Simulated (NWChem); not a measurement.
# SiH₂, triplet; SMILES [SiH2]

```xyz
3

Si     0.0000     0.0000     0.1344
H      1.2873     0.0000    -0.6232
H     -1.2873     0.0000    -0.6232
```
Atoms are numbered in this order, from 1.

Level: PBE0/def2-SVP, spin-unrestricted (NWChem), optimised geometry, unscaled harmonic frequencies. In the optimisation the excess spin sits in a1 and b2 (C2v, its own frame).

```csv
frequency (cm⁻¹),IR intensity (km/mol)
874,72.6
2186,10.9
2253,75.9
```

The zero-point energy is 7.6 kcal/mol and the thermal correction to the enthalpy at 298.15 K (with zero-point energy) comes out as 10.0 kcal/mol. The heat capacity Cv is 6.5 cal/(mol K) and the entropy at 298.15 K and 1 atm (symmetry number 2, electronic part: spin degeneracy alone) is 51.4 cal/(mol K). The dipole moment comes out as 0.03 D.

Rigid rotor and harmonic oscillator.
